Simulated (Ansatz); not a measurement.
The inner images of a band of AlH5O2 (8 atoms, charge 0, multiplicity 1) are given out of order.

These are results of Ansatz 0.2.0, RKS revPBE-D4/def2-SVPD, not measurements.

Initial state:

```xyz
8
Properties=species:S:1:pos:R:3
Al 0.064 -0.102 0.248
H 0.302 -0.690 1.722
H 1.210 -0.120 -0.869
O -1.638 -0.074 -0.316
H -1.908 -0.393 -1.188
O -0.296 1.870 0.747
H -1.225 1.822 0.415
H -0.342 2.048 1.705
```

Final state:

```xyz
8
Properties=species:S:1:pos:R:3
Al -0.195 0.633 -0.312
H -0.139 -0.330 2.046
H 1.218 0.045 -0.712
O -1.689 -0.253 -0.452
H -1.738 -1.148 -0.817
O -0.283 2.299 0.170
H -1.125 2.731 0.381
H 0.119 0.384 2.161
```

Put them in order from the first end to the last, with their energies above the first end.
A.
```xyz
8
Properties=species:S:1:pos:R:3
Al -0.021 -0.033 0.150
H 0.167 -0.379 1.723
H 1.217 -0.136 -0.855
O -1.674 -0.173 -0.469
H -1.906 -0.765 -1.199
O -0.247 1.924 0.777
H -1.155 2.250 0.614
H -0.212 1.673 1.724
```
B.
```xyz
8
Properties=species:S:1:pos:R:3
Al -0.050 0.044 0.098
H 0.091 -0.150 1.738
H 1.241 -0.173 -0.805
O -1.688 -0.203 -0.500
H -1.901 -0.866 -1.172
O -0.223 1.961 0.772
H -1.124 2.336 0.712
H -0.178 1.410 1.621
```
C.
```xyz
8
Properties=species:S:1:pos:R:3
Al -0.120 0.369 -0.086
H 0.045 0.066 1.885
H 1.236 -0.199 -0.686
O -1.702 -0.248 -0.477
H -1.874 -0.955 -1.115
O -0.225 2.047 0.547
H -1.120 2.410 0.656
H -0.072 0.871 1.740
```
D.
```xyz
8
Properties=species:S:1:pos:R:3
Al -0.195 0.566 -0.278
H 0.032 -0.209 2.062
H 1.203 -0.058 -0.677
O -1.717 -0.254 -0.494
H -1.795 -1.101 -0.956
O -0.263 2.220 0.261
H -1.111 2.636 0.478
H 0.014 0.560 2.069
```
E.
```xyz
8
Properties=species:S:1:pos:R:3
Al 0.016 -0.078 0.203
H 0.241 -0.574 1.718
H 1.203 -0.113 -0.870
O -1.656 -0.123 -0.404
H -1.906 -0.611 -1.201
O -0.271 1.887 0.774
H -1.191 2.076 0.494
H -0.269 1.898 1.750
```
F.
```xyz
8
Properties=species:S:1:pos:R:3
Al -0.085 0.198 0.020
H 0.042 0.049 1.790
H 1.247 -0.204 -0.740
O -1.702 -0.217 -0.499
H -1.891 -0.912 -1.145
O -0.213 1.971 0.724
H -1.103 2.373 0.709
H -0.128 1.103 1.605
```
G.
```xyz
8
Properties=species:S:1:pos:R:3
Al -0.161 0.489 -0.205
H 0.048 -0.051 1.996
H 1.219 -0.148 -0.654
O -1.709 -0.262 -0.477
H -1.843 -1.022 -1.061
O -0.243 2.142 0.371
H -1.120 2.497 0.589
H -0.022 0.716 1.905
```

E (+0.03 eV), A (+0.11 eV), B (+0.29 eV), F (+0.58 eV), C (+0.16 eV), G (-0.18 eV), D (-0.28 eV).

The run took 120 s on 2 threads of Arm Neoverse V1, with other jobs on the host, peak memory 0.13 GiB.
